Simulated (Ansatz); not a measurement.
**Worked example: correlation energy of [SiH3···H···Br], doublet**

Geometry: a point of a hydrogen-transfer path between rigid fragments, not a stationary point.

```xyz
6

Si   -2.4525    0.0000    0.0000
H    -2.9474    1.3997    0.0000
H    -2.9474   -0.6999    1.2122
H    -2.9474   -0.6999   -1.2122
H    -0.7875    0.0000    0.0000
Br    0.9835    0.0000    0.0000
```

Basis cc-pVDZ; Ansatz 0.2.0. Only valence electrons are correlated (noble-gas cores and the filled d shells of p-block atoms frozen), which leaves 15 electrons in 46 orbitals. R marks a restricted (for open shells ROHF) determinant, U an unrestricted one. No spin–orbit coupling is included, and no scalar relativity.

Full CI isn't at hand for all of this; UCCSDT(Q) serves as the reference, and is uncertain by about the last step of the cluster series.

Runs differ by some tens of microhartree through their thresholds and, for an open shell, their frozen cores, so steps under 0.03 kcal/mol mean nothing.

| level | total energy (hartree) |
| --- | --- |
| UHF | -2863.588580 |
| UMP2 | -2863.812206 |
| UCCSD | -2863.855465 |
| UCCSD(T) | -2863.860342 |
| UCCSDT | -2863.861291 |
| UCCSDT(Q) | -2863.861621 |

Problem. What is the correlation energy at UCCSDT(Q), and what share of it do UMP2 and UCCSDT recover?

Solution. E(corr) = -2863.861621 − (-2863.588580) = -0.273041 hartree = -7.430 eV. UMP2: -0.223626 / -0.273041 = 81.90 %. UCCSDT: -0.272711 / -0.273041 = 99.88 %.

Problem. By how many kcal/mol does UCCSD(T) miss UCCSDT(Q) (1 hartree = 627.509 kcal/mol), and which steps make up the rest?

Solution. -2863.860342 − (-2863.861621) = 0.001279 hartree = 0.80 kcal/mol. Steps: UCCSDT − UCCSD(T) = -0.60, UCCSDT(Q) − UCCSDT = -0.21 kcal/mol. Differences between like states or geometries often cancel part of this.
